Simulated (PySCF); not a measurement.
```xyz
4

Si     0.0003    -0.0011     0.3377
H     -0.0944     1.4134    -0.1078
H      1.2708    -0.6244    -0.1158
H     -1.1766    -0.7878    -0.1142
```

Charge 0, multiplicity 2.

Give the Mulliken and meta-Löwdin atomic charges from PySCF 2.14.0 with PBE0-D4/def2-TZVP.


```tsv
atom	Mulliken (e)	meta-Löwdin (e)
Si1	-0.01	0.19
H2	0.00	-0.06
H3	0.00	-0.06
H4	0.00	-0.06
```
